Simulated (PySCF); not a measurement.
magnesium dihydride, H₂Mg, SMILES [MgH2], point group D∞h.

Force field and properties: PBE0/pcSseg-2 (PySCF, grid level 2). Vibrational terms come from second-order perturbation theory with semi-diagonal cubic constants, by steps of ±0.6 along the normal coordinates of each isotopologue. The parent has the commonest isotopes.

Equilibrium geometry (Å):

```csv
atom,x,y,z
Mg1,0.0153,-0.0034,-0.0167
H2,-1.6906,0.0121,-0.0416
H3,1.7212,-0.0189,0.0081
```

Species: ²H at 2. Output of the displacement run:

```
mode    cm-1    km/mol   phi_rrr   E(+)/cm-1  E(-)/cm-1
  1    389.14   350.32       0.7      71.24      71.20
  2    389.21   350.32      -0.6      71.21      71.22
  3   1165.79   100.37    -520.1     192.40     229.75
  4   1618.64   230.91    -853.7     263.06     324.32
```

For the shielding of H2 (σe = 26.60 ppm):

```tsv
mode	ω (cm⁻¹)	Σr φrrs (cm⁻¹)	∂σ/∂q	∂²σ/∂q²
1	389	1	0.000	-0.117
2	389	-1	0.000	-0.117
3	1166	-384	-0.858	0.058
4	1619	-169	-0.028	-0.011
```

Problem. Work out the zero-point average of this shielding.

Solution. With ⟨qs⟩ = −Σr φrrs/(4ωs) and ⟨qs²⟩ = 1/2: the mean displacements are 0.000, 0.000, 0.082, 0.026. The anharmonic term Σ (∂σ/∂q)⟨q⟩ is -0.07 ppm, the harmonic term ¼ Σ ∂²σ/∂q² is -0.05 ppm, so ⟨σ⟩ = 26.48 ppm.
